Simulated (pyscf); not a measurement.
F–Ti(F)(F)–F + H₂O → HF + HO–Ti(F)(F)–F (four-centre exchange; singlet surface; F–Ti, H–O broken, F–H, O–Ti formed). Structures and frequencies: ωB97X-D3(BJ)/def2-SVP in PySCF. Energies in kcal/mol from the separated reactants.

| level | barrier | reaction energy |
|---|---|---|
| ωB97X-D3(BJ)/def2-TZVP | 8.0 | +9.5 |
| PBE/def2-TZVP | [?] | [?] |
| r²SCAN/def2-TZVP | 5.8 | +10.7 |
| B3LYP-D3(BJ)/def2-TZVP | [?] | +9.5 |
| PBE0-D3(BJ)/def2-TZVP | 7.4 | +9.5 |
| M06-2X/def2-TZVP | 3.4 | +7.1 |

**Question.** What belongs in the gaps?

**Answer.** 
- PBE/def2-TZVP, barrier: 7.8
- PBE/def2-TZVP, reaction energy: +10.9
- B3LYP-D3(BJ)/def2-TZVP, barrier: 8.1

On the reactant side the descent ends in an adduct with a O–Ti contact (not fully relaxed), 14.4 kcal/mol under the separated species and 22.5 kcal/mol under the saddle at ωB97X-D3(BJ)/def2-TZVP. On the product side the descent ends in an adduct with a F–Ti contact, 6.8 kcal/mol under the separated species and 5.3 kcal/mol under the saddle at ωB97X-D3(BJ)/def2-TZVP. At ωB97X-D3(BJ), PBE, r²SCAN, B3LYP-D3(BJ), PBE0-D3(BJ), M06-2X the saddle lies under the separated products, which points to a path from their complex (located at ωB97X-D3(BJ) alone), and parting the products costs more than the saddle. What is counted as formed (O–Ti) is already present as a longer contact in the reactant adduct; forming that adduct is a step of its own. What is counted as broken (F–Ti) persists as a longer contact in the product adduct; parting that adduct is a step of its own. One saddle was located; it need not be the lowest between these sides.
